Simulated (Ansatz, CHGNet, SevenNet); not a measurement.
**C axis length of Cu2ZnSnS4 (I-4, No. 82) at several levels of theory**

No measured value is used here.

```tsv
level (code)	value (Å)
CHGNet-r²SCAN	10.897
SevenNet-0	10.946
SevenNet-l3i5	10.928
LDA (Ansatz)	?
PBE (Ansatz)	10.936
PBEsol (Ansatz)	?
PBE-D3(BJ) (Ansatz)	10.790
r²SCAN (Ansatz)	?
r²SCAN+rVV10 (Ansatz)	10.779
```

What belongs in the gaps?


- LDA (Ansatz, a program for electronic structure), value (Å): 10.638
- PBEsol (Ansatz), value (Å): 10.755
- r²SCAN (Ansatz), value (Å): 10.825

Cutoffs differ between the levels. Ansatz's density-functional and Hartree–Fock values are scalar-relativistic unless marked +SOC, with PAW data made under PBE.

Machine-learned potentials (CHGNet-r²SCAN, SevenNet-0, SevenNet-l3i5) are trained on DFT data: a solid inside that data is no test of them.
